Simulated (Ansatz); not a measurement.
Predict the output of the script below (Ansatz's Python interface).

`run_torsion.py`
```python
import ansatz as az
from ase import Atoms

SETTINGS = {
    'basis_set': 'cc-pVDZ',
    'xc': 'b3lyp',
    'vdw': 'd3bj',
    'force_tol': 0.02,
}

atoms = Atoms(['O', 'C', 'O', 'S', 'S', 'H', 'H', 'H', 'H'], positions=[
    (-0.8763, -0.4518, -1.1137),
    (-0.0319, 0.052, -0.1508),
    (0.6218, 1.1529, -0.7117),
    (1.2265, -1.2218, 0.26),
    (-0.9444, 0.556, 1.2886),
    (-1.7153, 0.1469, -0.9569),
    (1.4329, 0.7309, -1.1407),
    (0.2566, -2.1297, 0.5457),
    (0.1186, 1.1183, 1.9624),
])

first = (
    az.Crystal.molecule_from_ase(atoms).calculation()
    .basis(gaussian=SETTINGS['basis_set'])
    .functional(SETTINGS['xc'], dispersion=SETTINGS['vdw'])
    .relax(force_tolerance=SETTINGS['force_tol'], max_steps=80)
)
atoms.positions = first.run(threads=1, backend='cpu').report['positions_ang']

start = atoms.get_dihedral(2, 1, 0, 5)
energies = {}
for turn in range(0, 360, 30):
    turned = atoms.copy()
    turned.set_dihedral(2, 1, 0, 5, start + turn, indices=[0, 5])
    base = (
        az.Crystal.molecule_from_ase(turned).calculation()
        .basis(gaussian=SETTINGS['basis_set'])
        .functional(SETTINGS['xc'], dispersion=SETTINGS['vdw'])
    )
    energies[round((start + turn) % 360)] = base.run(threads=1, backend='cpu').report['free_energy_ev']
floor = min(energies.values())
print('dihedral O2-C1-O0-H5 (deg)   E - E(min) (kJ/mol)')
for angle, e in sorted(energies.items()):
    print(f'{angle:8d} {96.485332 * (e - floor):14.3f}  ' + '#' * int(30 * (e - floor) / max(max(energies.values()) - floor, 1e-9)))
```

```console
$ python run_torsion.py
dihedral O2-C1-O0-H5 (deg)   E - E(min) (kJ/mol)
      29         22.897  ############################
      59         17.223  #####################
      89         13.557  #################
     119         19.132  ########################
     149         23.810  ##############################
     179         22.842  ############################
     209         22.542  ############################
     239         18.452  #######################
     269          6.547  ########
     299          0.000
     329          5.895  #######
     359         18.039  ######################
```

The scan is rigid and the energies are electronic, in a modest basis. With rigid groups the curve can differ much from the relaxed path, the start wasn't checked as a minimum of this torsion, and equivalent turns needn't return to the same energy. b3lyp holds the VWN-RPA fit, as in Gaussian; the form of ORCA and Turbomole is b3lyp5. Hardware and time: 110 s on 1 thread of Arm Neoverse V1 (shared host), peak memory 0.3 GiB.
